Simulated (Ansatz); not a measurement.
**AlHOS (SMILES [O]1[AlH][S]1): functionals against CCSD(T) at one geometry**

The task here is to estimate one member of a computed series from the others.

Program: Ansatz 0.2.0, Gaussian basis. Level of theory: single points in def2-TZVPP. These are calculated values, not measurements.

Cores are frozen in the correlated methods.

## Starting geometry

SMILES `[O]1[AlH][S]1`, 4 atoms, charge 0, spin multiplicity 1.

Atoms are counted from 1 here; the program's logs count them from 0.

Bond lengths: O1–Al2 1.709 Å, Al2–S3 2.190 Å, Al2–H4 1.551 Å. Angles: O1–Al2–S3 58.3°, O1–Al2–H4 146.2°, S3–Al2–H4 155.5°.

As a file:

```
O     1.0006   -0.7799    0.4456
Al   -0.0408    0.3906   -0.2366
S    -0.8163   -1.3675    0.8133
H    -0.1416    1.7321   -1.0089
```

Set-up of the first run:

run/in.yaml reads:

```yaml
crystal:
  periodic: [false, false, false]
  atoms:
    - {symbol: O, position_ang: [1.000600, -0.779900, 0.445600]}
    - {symbol: Al, position_ang: [-0.040800, 0.390600, -0.236600]}
    - {symbol: S, position_ang: [-0.816300, -1.367500, 0.813300]}
    - {symbol: H, position_ang: [-0.141600, 1.732100, -1.008900]}
basis:
  gaussian: {orbitals: def2-TZVPP}
correlation: {method: ccsd_t}
output: {forces: true}
```

The command line of these runs was not kept.

Among the steps run: CCSD(T)/def2-TZVPP; PBE0-D4/def2-TZVPP; wB97M-V/def2-TZVPP; r2SCAN-D4/def2-TZVPP; PBE-D4/def2-TZVPP; BLYP-D4/def2-TZVPP; wB97X-V/def2-TZVPP.

One table of the session follows, with a row left open; its other results are not shown here.

| method | RMS force component (eV/Å) | angle to CCSD(T) forces (°) | dipole (D) |
| --- | --- | --- | --- |
| CCSD(T) | 0.509 | reference | 3.75 |
| PBE0-D4 | 0.797 | 12.2 | 3.80 |
| wB97M-V | 0.764 | 16.8 | 3.85 |
| r2SCAN-D4 | 0.664 | 4.9 | 3.70 |
| PBE-D4 | ? | ? | ? |
| BLYP-D4 | 0.359 | 22.3 | 3.53 |
| wB97X-V | 0.852 | 15.0 | 3.93 |

Estimate the missing values for PBE-D4.

**Answer.** RMS force component (eV/Å): 0.524; angle to CCSD(T) forces (°): 12.6; dipole (D): 3.52. In the column «RMS force component (eV/Å)» it lies between CCSD(T) (0.509) and r2SCAN-D4 (0.664).
